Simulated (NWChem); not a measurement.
# doublet [SiH2Cl2]−: levels of theory compared

Wanted: a comparison of 4 runs (UHF/STO-3G, UHF/3-21G, UB3LYP/6-31G*) of doublet [SiH2Cl2]−. 

The calculation is run with NWChem 7.3.0.

2 further runs of the same task are left out: 1 that didn't finish, 1 set aside as unsound or not needed.

### Step 1. The structure to begin with

[SiH2Cl2]− has 5 atoms, charge -1, and is taken as a doublet. SMILES of the parent species: `Cl[SiH2]Cl`. The coordinates come from a PBE0-D4/def2-TZVP relaxation. That shape belongs to the parent species and isn't relaxed for this state.

Bond lengths: Cl1–Si2 2.040 Å, Si2–Cl3 2.040 Å, Si2–H4 1.476 Å, Si2–H5 1.476 Å. Angles: Cl1–Si2–Cl3 110.1°, Cl1–Si2–H4 108.5°, Cl1–Si2–H5 108.5°, Cl3–Si2–H4 108.5°, Cl3–Si2–H5 108.5°, H4–Si2–H5 112.7°.

### Step 2. A single-point energy at UHF/STO-3G (run 1)

run.py

```python
from ase import Atoms
from ase.calculators.nwchem import NWChem

system = Atoms(['Cl', 'Si', 'Cl', 'H', 'H'], positions=[
    [-1.036100, -0.393400, 1.609300],
    [0.136800, -0.071700, -0.028900],
    [-0.799200, 1.196800, -1.324000],
    [0.352000, -1.362200, -0.711200],
    [1.396500, 0.556600, 0.413400],
])

calc = NWChem(
    label='geom',
    theory='scf',
    memory='2200 mb',
    basis='STO-3G',
    basispar='spherical bse',
    charge=-1,
    scf={'nopen': '1', 'uhf': None, 'thresh': '1e-08', 'maxiter': '80'},
    task='energy',
)
system.calc = calc

print(f"energy = {system.get_potential_energy():.6f} eV")
```

On the command line:

```console
export ASE_NWCHEM_COMMAND="nwchem PREFIX.nwi > PREFIX.nwo"
python run.py
```

What it wrote:

```text
energy = -32538.104072 eV
```

The calculator wrote geom.nwi:

```
title "geom"

permanent_dir geom

scratch_dir geom

start geom

geometry units angstrom nocenter noautosym noautoz
  Cl -1.0361000000000000e+00 -3.9340000000000003e-01 1.6093000000000000e+00
  Si 1.3680000000000000e-01 -7.1700000000000000e-02 -2.8899999999999999e-02
  Cl -7.9920000000000002e-01 1.1968000000000001e+00 -1.3240000000000001e+00
  H  3.5199999999999998e-01 -1.3622000000000001e+00 -7.1120000000000005e-01
  H  1.3965000000000001e+00 5.5659999999999998e-01 4.1339999999999999e-01
end

charge -1

memory 2200 mb

basis spherical bse noprint
   * library STO-3G
end

scf
  nopen 1
  uhf
  thresh 1e-08
  maxiter 80
end

task scf energy
```

geom.nwo:

```text
Northwest Computational Chemistry Package (NWChem) 7.3.0
             --------------------------------------------------------

           Job information
           ---------------

    nwchem branch   = 7.3.0
    use scalapack   = T
    input           = geom.nwi
    prefix          = geom.
    data base       = geom/geom.db
    status          = startup
    nproc           =        1

           Memory information
           ------------------

    heap     =     72089596 doubles =      550.0 Mbytes
    stack    =     72089601 doubles =      550.0 Mbytes
    global   =    144179200 doubles =     1100.0 Mbytes (distinct from heap & stack)
    total    =    288358397 doubles =     2200.0 Mbytes
    verify   = yes
    hardfail = no

[... 37 lines left out ...]
            Nuclear Dipole moment (a.u.)
[... 81 lines left out ...]
 1-e energy   =   -2084.727064
[... 7 lines left out ...]
         Quadratically convergent UHF
[... 15 lines left out ...]
       Final UHF  results
[... 3 lines left out ...]
      One electron energy =  -2057.924651616529
[... 1 line left out ...]
 Nuclear repulsion energy =    191.963434892296
[... 41 lines left out ...]
          Final beta eigenvalues
[... 151 lines left out ...]
                     UHF Final Beta Molecular Orbital Analysis
[... 163 lines left out ...]
   Mulliken analysis of the spin density
   -------------------------------------

    Atom       Charge   Shell Charges
 -----------   ------   -------------------------------------------------------
    1 Cl  17     0.17   0.00  0.00  0.00  0.01  0.16
    2 Si  14     0.62   0.00  0.01  0.01  0.32  0.29
    3 Cl  17     0.17   0.00  0.00  0.00  0.01  0.16
    4 H    1     0.02   0.02
    5 H    1     0.02   0.02

       Multipole analysis of the density wrt the origin
       ------------------------------------------------

     L   x y z        total         alpha         beta         nuclear
     -   - - -        -----         -----         ----         -------
     0   0 0 0     -1.000000    -26.000000    -25.000000     50.000000

     1   1 0 0      1.913372     27.452272     26.497351    -52.036251
[... 8 lines of this table left out ...]
     2   0 0 2    -36.596775   -153.212658   -149.486903    266.102786

 Task  times  cpu:        2.1s     wall:        2.1s
 Total times  cpu:        2.1s     wall:        2.1s
```

Wall time 3.3 s (1 thread of Intel Xeon Platinum 8259CL at 2.50GHz (Skylake/Cascade Lake), shared host); peak memory 0.098 GiB.

### Step 3. The energy at UHF/3-21G (run 2)

cl2h2si.nw

```
start cl2h2si
title "Cl2H2Si"
memory 2200 mb
charge -1
geometry units au noautosym nocenter noautoz
   Cl    -1.95794524    -0.74341826     3.04113625
   Si     0.25851453    -0.13549336    -0.05461309
   Cl    -1.51026912     2.26162423    -2.50199739
   H      0.66518360    -2.57418493    -1.34397322
   H      2.63900253     1.05182156     0.78121278
end
basis spherical bse
   * library 3-21G
end
scf
   doublet
   uhf
   thresh 1e-08
   maxiter 80
end
task scf energy
```

On the command line:

```console
nwchem cl2h2si.nw > cl2h2si.out
```

What it wrote:

```text
[...]
  functions       =    43
[...]
  wavefunction    = UHF
[...]
         Total SCF energy =  -1203.118330977038
      One electron energy =  -2058.715553519561
      Two electron energy =    663.633801481501
 Nuclear repulsion energy =    191.963421061022
                       Sz =      0.5000
                 Sz(Sz+1) =      0.7500
                      S^2 =      0.7594
[...]
```

Run time: 8.1 s. Hardware: 1 thread of Intel Xeon Platinum 8259CL at 2.50GHz (Skylake/Cascade Lake), shared host; peak memory 0.099 GiB.

Run 3 isn't shown in full; the table further down has it.

### Step 4. A single-point energy at UB3LYP/6-31G(d) (Cartesian functions) (run 4)

run.py

```python
from ase import Atoms
from ase.calculators.nwchem import NWChem

mol = Atoms(['Cl', 'Si', 'Cl', 'H', 'H'], positions=[
    [-1.036100, -0.393400, 1.609300],
    [0.136800, -0.071700, -0.028900],
    [-0.799200, 1.196800, -1.324000],
    [0.352000, -1.362200, -0.711200],
    [1.396500, 0.556600, 0.413400],
])

calc = NWChem(
    label='input',
    theory='dft',
    memory='2200 mb',
    basis='6-31G*',
    charge=-1,
    dft={'xc': 'b3lyp', 'mult': '2', 'grid': 'xfine', 'convergence': 'energy 1e-08', 'iterations': '100', 'mulliken': None},
    task='energy',
)
mol.calc = calc

print(f"energy = {mol.get_potential_energy():.6f} eV")
```

On the command line:

```console
export ASE_NWCHEM_COMMAND="nwchem PREFIX.nwi > PREFIX.nwo"
python run.py
```

What it wrote:

```text
energy = -32955.928884 eV
```

The calculator wrote input.nwi:

```
title "input"

permanent_dir input

scratch_dir input

start input

geometry units angstrom nocenter noautosym noautoz
  Cl -1.0361000000000000e+00 -3.9340000000000003e-01 1.6093000000000000e+00
  Si 1.3680000000000000e-01 -7.1700000000000000e-02 -2.8899999999999999e-02
  Cl -7.9920000000000002e-01 1.1968000000000001e+00 -1.3240000000000001e+00
  H  3.5199999999999998e-01 -1.3622000000000001e+00 -7.1120000000000005e-01
  H  1.3965000000000001e+00 5.5659999999999998e-01 4.1339999999999999e-01
end

charge -1

memory 2200 mb

basis noprint
   * library 6-31G*
end

dft
  xc b3lyp
  mult 2
  grid xfine
  convergence energy 1e-08
  iterations 100
  mulliken
end

task dft energy
```

input.nwo:

```text
Northwest Computational Chemistry Package (NWChem) 7.3.0
             --------------------------------------------------------

           Job information
           ---------------

    nwchem branch   = 7.3.0
    use scalapack   = T
    input           = input.nwi
    prefix          = input.
    data base       = input/input.db
    status          = startup
    nproc           =        1

           Memory information
           ------------------

    heap     =     72089596 doubles =      550.0 Mbytes
    stack    =     72089601 doubles =      550.0 Mbytes
    global   =    144179200 doubles =     1100.0 Mbytes (distinct from heap & stack)
    total    =    288358397 doubles =     2200.0 Mbytes
    verify   = yes
    hardfail = no

[... 98 lines left out ...]
  convergence criterion.
[... 17 lines left out ...]
          Convergence on gradient requested:  5.00D-04
[... 26 lines left out ...]
          Convergence aids based upon iterative change in
[... 30 lines left out ...]
 1-e energy   =   -2095.332082
[... 53 lines left out ...]
         Total DFT energy =    -1211.108058003829
[... 2 lines left out ...]
    Exchange-Corr. energy =      -78.492561438884
[... 436 lines left out ...]
                     DFT Final Beta Molecular Orbital Analysis
[... 513 lines left out ...]
 center of mass
 --------------
 x =  -1.10794221 y =   0.47798274 z =   0.16769686

 moments of inertia (a.u.)
 ------------------
         725.689002652149          15.529417044242          56.732652673641
          15.529417044242         642.505130203280         280.420942692796
          56.732652673641         280.420942692796         284.148129315955

     Multipole analysis of the density
     ---------------------------------

     L   x y z        total         alpha         beta         nuclear
     -   - - -        -----         -----         ----         -------
     0   0 0 0     -1.000000    -26.000000    -25.000000     50.000000

     1   1 0 0      0.229557     25.728941     26.536866    -52.036251
[... 8 lines of this table left out ...]
     2   0 0 2    -40.121801   -156.591810   -149.632776    266.102786

 Task  times  cpu:       57.9s     wall:       57.9s
 Total times  cpu:       57.9s     wall:       57.9s
```

Run time: 59 s. Hardware: 1 thread of Intel Xeon Platinum 8259CL at 2.50GHz (Skylake/Cascade Lake), shared host; peak memory 0.13 GiB.

### Step 5. Overview of the runs

| run | level | iteration cap | module | energy (Eh) | HOMO energy (eV) | LUMO energy (eV) | ⟨S²⟩ | wall time |
| --- | --- | --- | --- | --- | --- | --- | --- | --- |
| 1 | UHF/STO-3G | 80 | scf | -1195.753279 | 7.02 | 17.23 | 0.754 | 3.3 s |
| 2 | UHF/3-21G | 80 | scf | -1203.118331 | 2.17 | 8.65 | 0.759 | 8.1 s |
| 3 | UB3LYP/6-31G* (spherical functions) | 100 | dft | -1211.099685 | 4.04 | 5.30 | 0.752 | 56 s |
| 4 | UB3LYP/6-31G* (Cartesian functions) | 100 | dft | -1211.108058 | 4.03 | 5.29 | 0.752 | 59 s |

### Step 6. Results

| quantity | value |
| --- | --- |
| run 4: total energy | -1211.10806 Eh |
| run 4: HOMO energy (highest over α and β) | 4.03 eV |
| run 4: LUMO energy (lowest over α and β) | 5.29 eV |
| run 4: ⟨S²⟩ | 0.752 |

**Reading.** In runs 1, 2, 3, 4 the HOMO lies above zero, so the outermost electron may be held by the basis alone. In run 1 the basis is minimal, so the values are rough. All runs together took 2.1 min, the longest 59 s.
